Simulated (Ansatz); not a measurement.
Input file:

```yaml
crystal:
  periodic: [false, false, false]
  atoms:
    - {symbol: B, position_ang: [0.000000, 0.081342, 0.787618]}
    - {symbol: C, position_ang: [0.000000, -0.124035, -0.580001]}
    - {symbol: H, position_ang: [0.000000, 0.605555, -1.536509]}
basis:
  gaussian: {orbitals: cc-pVDZ}
magnetization: {spin_polarized: true, initial_magnetization: 0}
correlation: {method: ccsdt_q, electrons: outside_noble_gas}
```

```sh
$ ansatz run in.yaml --threads 1 --pin off --events-out ev --progress --plain --max-ram 2393MiB
```

Output:

```
593 factors; integrals over basis functions are off by at most 1.5e-7 eV
mean field evaluation 1: about -1707.7630 eV, gradient 1.7e1 eV
mean field evaluation 2: about -1707.7651 eV, gradient 1.7e1 eV
mean field evaluation 4: about -1710.1442 eV, gradient 2.2e0 eV
mean field evaluation 8: about -1710.4099 eV, gradient 3.0e-1 eV
mean field evaluation 16: about -1710.4187 eV, gradient 4.5e-3 eV
mean field evaluation 32: about -1712.1310 eV, gradient 2.7e0 eV
mean field evaluation 64: about -1712.7100 eV, gradient 2.0e-1 eV
mean field evaluation 96: about -1710.4187 eV, gradient 1.0e-5 eV
mean field evaluation 128: about -1712.6288 eV, gradient 3.6e-4 eV
mean field evaluation 160: about -1712.6614 eV, gradient 1.1e0 eV
...
cycle  31  -5.32881544 eV  change    1.2e-5 eV  update   7.2e-6
cycle  32  -5.32879306 eV  change    2.2e-5 eV  update   6.2e-6
cycle  33  -5.32877299 eV  change    2.0e-5 eV  update   5.2e-6
cycle  34  -5.32875197 eV  change    2.1e-5 eV  update   4.1e-6
cycle  35  -5.32874171 eV  change    1.0e-5 eV  update   2.8e-6
cycle  36  -5.32873716 eV  change    4.5e-6 eV  update   2.0e-6
cycle  37  -5.32873930 eV  change   -2.1e-6 eV  update   1.2e-6
cycle  38  -5.32873811 eV  change    1.2e-6 eV  update   9.5e-7
cycle  39  -5.32873703 eV  change    1.1e-6 eV  update   5.1e-7
cycle  40  -5.32873725 eV  change   -2.2e-7 eV  update   2.8e-7
perturbative correction -0.08744156 eV, -0.0032134179 hartree
WARN: in the space of 8 natural orbitals, full CI finds another state of this spin 0.235 eV below this run's state, or below the method's energy where it doesn't find this run's state
WARN: the results are in doubt because among natural orbitals full CI differs from the method by +0.581 eV
Total energy: -1718.04500402 eV, -63.1369893648 hartree
In doubt: among natural orbitals full CI differs from the method by +0.581 eV
```

Ran on 1 thread of Intel Xeon 6975P-C, shared host: 9 s wall, 0.19 GiB peak host memory.
